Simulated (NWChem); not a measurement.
## Correlation energy of chloroform (CHCl₃)

```
C
H 1 1.0935
Cl 1 1.7830 2 107.51
Cl 1 1.7831 2 107.51 3 -120.00
Cl 1 1.7831 2 107.51 3 120.00
```
Charge 0, spin multiplicity 1.

Program: NWChem. All single points use one geometry, from B3LYP/def2-SVP, a minimum by its harmonic frequencies.

Basis set: def2-SVP. Each correlation energy counts from its own Hartree-Fock reference.

The correlated methods keep 16 core orbitals frozen. No row is a measurement; the coupled-cluster row has its own basis-set and correlation limits.

Task: Order these methods by the correlation energy they give, lowest first: CCSD(T), CCSD, MP2, SCS-MP2, CR-CCSD(T).

Result: CCSD(T) (-600.0 mHa), CR-CCSD(T) (-595.9 mHa), CCSD (-584.4 mHa), MP2 (-544.7 mHa), SCS-MP2 (-528.6 mHa)
